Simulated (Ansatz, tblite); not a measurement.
Cost and result up the ladder for MgAl₂⁻ (3 atoms). Charge -1, multiplicity 2. Geometry: PBE0-D4/def2-TZVPD.

Cartesian coordinates in Å:
```
Al 0.996 0.885 0.672
Al -1.128 0.708 -0.675
Mg 0.131 -1.594 0.002
```

Ansatz on 4 threads of Arm Neoverse N1 on a shared host; xTB runs through tblite on one thread. Times are rough, summed over both states, and most runs start from the orbitals of an earlier one. PBE0-D4/def2-TZVPD serves as the yardstick here, not as an exact answer. The other state is a triplet.

The xTB rows come from tblite. The structure comes from a short search, and lower isomers may exist.

Raw xTB energies of ions are shifted by several eV, and xTB has no spin-polarisation term.

```tsv
level	functions	wall time
GFN1-xTB	22	0.007 s
GFN2-xTB	27	0.012 s
PBE-D4/def2-TZVPD	121	7.4 s
PBE0-D4/def2-TZVPD (with forces)	121	29 s
r2SCAN-D4/def2-TZVPD	121	32 s
```

Question: Estimate what each level gives for the vertical IE (eV).

Answer: 
```json
{"level": "GFN1-xTB", "vertical IE (eV)": "3.82", "difference from PBE0-D4/def2-TZVPD (eV)": "2.53", "remarks": "–"}
{"level": "GFN2-xTB", "vertical IE (eV)": "3.14", "difference from PBE0-D4/def2-TZVPD (eV)": "1.85", "remarks": "–"}
{"level": "PBE-D4/def2-TZVPD", "vertical IE (eV)": "1.34", "difference from PBE0-D4/def2-TZVPD (eV)": "0.05", "remarks": "HOMO above zero (-1 doublet)"}
{"level": "PBE0-D4/def2-TZVPD (with forces)", "vertical IE (eV)": "1.29", "difference from PBE0-D4/def2-TZVPD (eV)": "0.00", "remarks": "–"}
{"level": "r2SCAN-D4/def2-TZVPD", "vertical IE (eV)": "1.36", "difference from PBE0-D4/def2-TZVPD (eV)": "0.07", "remarks": "HOMO above zero (-1 doublet), spin-contaminated (⟨S²⟩ 1.04) (-1 doublet)"}
```
